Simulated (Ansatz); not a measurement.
# hcp against bcc along group 5

Theory: DFT, LDA (PW92), plane waves (420 eV) with PAW, scalar-relativistic (Ansatz). The PAW files were generated under PBE, with cores re-solved for the functional.

Each structure is relaxed within its symmetry, in the lowest magnetic state of the tried starts. Differences under about 8 meV lie within the error of the k-point mesh.

```tsv
element	E(hcp) − E(bcc) (meV/atom)	V(hcp) (Å³/atom)	V(bcc) (Å³/atom)	state of hcp	state of bcc
V	?	?	?	?	?
Nb	320	17.66	17.10	spin not included	spin not included
Ta	306	17.67	17.25	spin not included	spin not included
```

Problem. Fill in the row of V.

Solution. E(hcp) − E(bcc) (meV/atom): 279; V(hcp) (Å³/atom): 12.90; V(bcc) (Å³/atom): 12.54; state of hcp: spin not included; state of bcc: spin not included.
